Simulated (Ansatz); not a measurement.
Single points on Li₂N.

```yaml
crystal:
  periodic: [false, false, false]
  atoms:
    - {symbol: Li, position_ang: [-1.180029, 0.398085, -1.228617]}
    - {symbol: Li, position_ang: [1.177695, -0.396284, 1.231404]}
    - {symbol: N, position_ang: [0.002344, -0.001801, -0.002787]}
basis:
  gaussian: {orbitals: def2-TZVP, initial_orbitals: start.molden}
magnetization: {spin_polarized: true, initial_magnetization: 1}
hamiltonian: {xc: {name: B97M-V}}
scf: {omitted_lower_state_checks: [starts]}
output: {orbitals: {seedname: orbitals}}
```

The file start.molden holds the orbitals of an earlier run on this structure, at another level or in another basis.

```sh
$ ansatz run in.yaml --threads 4 --pin off --events-out ev --progress --plain --max-ram 3916MiB
```

Shortened log:

```
Functional definition: B97M-V
413 factors; their error is unknown
mean field evaluation 1: about -1898.2716 eV, gradient 6.3e0 eV
mean field evaluation 2: about -1898.3481 eV, gradient 1.3e-1 eV
mean field evaluation 4: about -1898.3476 eV, gradient 2.6e-3 eV
mean field evaluation 8: about -1898.3476 eV, gradient 1.9e-5 eV
mean field evaluation 16: about -1898.3476 eV, gradient 1.2e-4 eV
mean field -1898.34756573 eV, -69.7629862944 hartree, gradient 6.9e-7 eV, S^2 0.762549; 0 other end points of the search recorded, 0 dependent functions left out
reference -1898.34763568 eV, -69.7629888648 hartree; 7, 6 occupied and 52, 53 virtual orbitals, 413 factors
Total energy: -1898.34763568 eV, -69.7629888648 hartree
Checks for a lower state left out: starts
```

Run time 13 s (4 threads of Arm Neoverse V2 on a shared host).

The first input with `hamiltonian: {xc: r2scan, dispersion: d4}` (abridged; 5.5 s):

```
Functional definition: r2SCAN
mean field evaluation 16: about -1896.1488 eV, gradient 6.6e-5 eV
mean field -1896.14880582 eV, -69.6821833581 hartree, gradient 2.0e-6 eV, S^2 0.763212
Total energy: -1896.15376911 eV, -69.6823657556 hartree
Checks for a lower state left out: starts
```

As the first input, with `gaussian: {orbitals: 6-31G}`, `hamiltonian: {xc: hf}` (abridged; 0.1 s):

```
Functional definition: HF
mean field evaluation 16: about -1884.6032 eV, gradient 2.2e-5 eV
mean field -1884.60323141 eV, -69.2578913245 hartree, gradient 8.0e-6 eV, S^2 1.089482
Total energy: -1884.60323141 eV, -69.2578913245 hartree
Checks for a lower state left out: starts
```

The first input with `hamiltonian: {xc: pbe}`, `correlation: {method: rpa}` and without the key `output` (abridged; 3 s):

```
Functional definition: PBE
mean field evaluation 16: about -1894.2769 eV, gradient 1.0e-4 eV
mean field -1894.27686239 eV, -69.6133907059 hartree, gradient 7.0e-12 eV, S^2 0.757688
1 core orbitals not correlated: weight in the atoms' cores, before any rotation towards them, 1.000 or more for the frozen orbitals, at most 0.000 for the correlated occupied ones
Total energy: -1897.59708956 eV, -69.7354068037 hartree
Checks for a lower state left out: starts
```

First input, but with `correlation: {method: mp2}` and without the key `hamiltonian` (abridged; 0.35 s):

```
Functional definition: HF
mean field evaluation 16: about -1885.5049 eV, gradient 2.4e-6 eV
mean field -1885.50486117 eV, -69.2910256067 hartree, gradient 2.1e-10 eV, S^2 0.901369
1 core orbitals not correlated: weight in the atoms' cores, before any rotation towards them, 1.000 or more for the frozen orbitals, at most 0.000 for the correlated occupied ones
second order -6.90474589 eV of doubles, -0.00000000 eV of singles
Total energy: -1892.40960706 eV, -69.5447703381 hartree
Checks for a lower state left out: starts
```

First input, but with `gaussian: {orbitals: def2-SVP, initial_orbitals: start.molden}`, `hamiltonian: {xc: pbe0, dispersion: d4}` (abridged; 0.7 s):

```
Functional definition: PBE0
mean field -1892.22486319 eV, -69.5379811260 hartree, gradient 5.8e-6 eV, S^2 0.760044
Total energy: -1892.24546999 eV, -69.5387384121 hartree
Checks for a lower state left out: starts
```

As the first input, with `hamiltonian: {xc: pbe, dispersion: d4}` (abridged; 1.1 s):

```
Functional definition: PBE
mean field -1894.27686777 eV, -69.6133909035 hartree, gradient 4.2e-6 eV, S^2 0.757688
Total energy: -1894.30156452 eV, -69.6142984925 hartree
Checks for a lower state left out: starts
```

Geometry: PBE0-D4/def2-TZVP.

Correlated methods freeze 1 core orbital; core or outer-core shells of Li are correlated, in sets that lack core-valence functions. At HF/6-31G, MP2/def2-TZVP the charge 0 doublet is spin-contaminated (final ⟨S²⟩ up to 1.09, 0.75 for a pure state). The structure comes from a short search, and lower isomers may exist.
